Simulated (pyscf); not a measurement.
PySCF, gas phase, ωB97X-D3(BJ)/def2-SVP geometries.

### Question
Estimate the classical barrier height and the reaction energy of H₂C=C=CH₂ (SMILES C=C=C) + CH₃• (SMILES [CH3]) -> H₂C=C•–CH₂–CH₃ (SMILES C=[C]CC) at PBE/def2-TZVP. The step runs on the doublet surface, breaks none and forms C–C; take the separated reactants as zero.

### Answer
ΔE‡ = 2.8 kcal/mol, ΔE = -28.5 kcal/mol. ωB97M-D3(BJ)/def2-TZVP gives 6.7 kcal/mol and -28.8 kcal/mol. Zero-point energy shifts the barrier by +2.3 kcal/mol. It is an addition, with an imaginary mode of 497i cm⁻¹. H₂C=C•–CH₂–CH₃ lies 23.5 kcal/mol over its isomer •H₂C–CH=CH–CH₃ (electronic energy, ωB97M-D3(BJ)/def2-TZVP). One saddle was located; it need not be the lowest between these sides.
